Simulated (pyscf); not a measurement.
Addition across a multiple bond or ene-type step: `[IH]` + `[CH2]=[CH2]` -> `[CH3][CH2][I]`

Gas phase, singlet surface, charge 0. Bonds broken: I1–H2. Bonds formed: I1–C3, H2–C4. Structures and frequencies: ωB97X-D3(BJ)/def2-SVP in PySCF. Correlated levels are frozen-core, on RHF or UHF. ΔMP2 is the change of the MP2 total energy from the triple- to the quadruple-zeta basis.

Transition state (Å):

```xyz
8

I      0.6447     2.1177    -0.0994
H     -0.6893     0.5103     0.3126
C      0.4438    -0.7773     0.6403
C     -0.9466    -0.6898     0.6194
H      1.0174    -1.0282    -0.2569
H      1.0193    -0.5676     1.5468
H     -1.4903    -1.0818    -0.2462
H     -1.4886    -0.6186     1.5679
```

One imaginary mode, 1546i cm⁻¹; descent along it reached the two sides named, in the forms told below.

```
bond   change  reactant side (Å)  saddle  product side
-----  ------  -----------------  ------  ------------
I1–H2  breaks              1.616   2.129           3.0
I1–C3   forms                4.2     3.0         2.150
H2–C4   forms                2.6   1.265         1.099
```

Electronic energies relative to the separated reactants (kJ/mol):

| level | barrier | reaction energy | reverse barrier |
|---|---|---|---|
| ωB97X-D3(BJ)/def2-TZVP | 142.0 | -123.0 | 265.0 |
| PBE/def2-TZVP | 102.9 | -109.7 | 212.6 |
| r²SCAN/def2-TZVP | 108.8 | -114.5 | 223.4 |
| B3LYP-D3(BJ)/def2-TZVP | 121.5 | -104.7 | 226.2 |
| PBE0-D3(BJ)/def2-TZVP | 113.2 | -124.4 | 237.6 |
| M06-2X/def2-TZVP | 134.4 | -113.8 | 248.2 |
| ωB97M-D3(BJ)/def2-TZVP | 145.4 | -104.3 | 249.7 |
| HF/def2-TZVP | 179.1 | -81.1 | 260.2 |
| MP2/def2-QZVPP | 145.2 | -124.0 | 269.2 |
| CCSD/def2-TZVPP | 167.4 | -102.0 | 269.5 |
| CCSD(T)/def2-TZVPP | 154.9 | -104.4 | 259.3 |
| CCSD(T)/def2-TZVPP + ΔMP2(QZVPP) | 147.8 | -108.1 | 255.9 |

With CCSD(T)/def2-TZVPP + ΔMP2(QZVPP) energies and thermal terms (ideal gas, 1 atm, RRHO with modes under 100 cm⁻¹ raised to 100, one conformer, R ln 2 for chiral ones without a mode under 150 cm⁻¹), in kJ/mol:

```csv
T (K),ΔH‡,ΔG‡,ΔH,ΔG
298,146.1,182.9,-89.1,-49.8
600,146.4,220.2,-89.9,-9.5
900,148.1,256.7,-88.7,+30.5
1200,149.9,292.7,-86.6,+69.9
```

On the product side the descent ends in a point that may be a rotor saddle (no frequency run), 14.7 kJ/mol over the lowest minimum found and 250.3 kJ/mol under the saddle at ωB97X-D3(BJ)/def2-TZVP. One saddle was located; it need not be the lowest between these sides. The CCSD(T) − MP2 part came from Ansatz, without density fitting, on the same reference. The frozen core leaves the outer d or s,p core shells of the metals and heavy elements correlated in the MP2 and CC values, and def2-TZVPP describes them poorly, which can shift differences by a few kcal/mol. Elements past Kr carry the def2 core potentials, without spin-orbit coupling.
